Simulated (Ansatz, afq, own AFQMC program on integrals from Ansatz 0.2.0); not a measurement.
**Where AFQMC and coupled cluster stand for AlH₂⁺, triplet**

```xyz
3

Al    0.0000   -0.0391   -0.1659
H     0.0000    1.9855    3.1393
H     0.0000   -0.9387    1.3027
```

Basis cc-pVDZ. Noble-gas cores (and the filled d shells of Ga–Kr and In–Xe) are frozen. Ansatz 0.2.0 and our own AFQMC program on the same integrals; the CISD trial comes from CCSD amplitudes, and released means the phaseless constraint is let go. Uncertainties: one standard error, sampling alone.

Determinant: UHF, the one that the program's search chose, which needn't be the lowest solution. The geometry is a point of a scan.

Full CI on the same integrals is exact in this basis and with this determinant's frozen core.

Cautions: lower spins were not checked; the released energies have errors that jump between times, so the bars are unsure, so no released level is given (meV from the phaseless value at times in 1/Eh: -0.4 ± 0.5 at 0.24, -0.8 ± 0.4 at 0.51, -1.3 ± 0.3 at 0.99, 8 ± 9 at 1.62, -1.8 ± 0.3 at 2.40), though the last usable value meets full CI within the noise.

```
T1 diagnostic                               : 0.0230
weight of the determinant in the CISD state : 0.949
⟨S²⟩ of the determinant                     : 2.045
size of the correlated space                : 4 electrons in 23 orbitals
```

```
  level  correlation energy (eV)
    MP2                  -0.7477
   CCSD                  -1.1406
CCSD(T)                  -1.1535
```

(1) Estimate where phaseless AFQMC with a CISD trial lies against CCSD(T) on the same integrals.

(1) 5.1 ± 0.4 meV below CCSD(T).

Reference: full CI, correlation energy -1.160 eV.

```tsv
level	E − E(reference) (meV)	share of correlation (%)
CCSD(T)	6.8	99.41
CCSDT	0.0	100.00
CCSDT(Q)	0.0	100.00
ph-AFQMC/CISD	1.8 ± 0.4	99.85
```

CCSDT and higher add their correlation energy to the determinant of the CCSD(T) run, since their own runs factorise the integrals more tightly (a shift of under 2 meV). A walk keeps the symmetry of its determinant, which the program's search chose and which needn't be the lowest solution, so a lower state of the same spin and another symmetry isn't excluded.
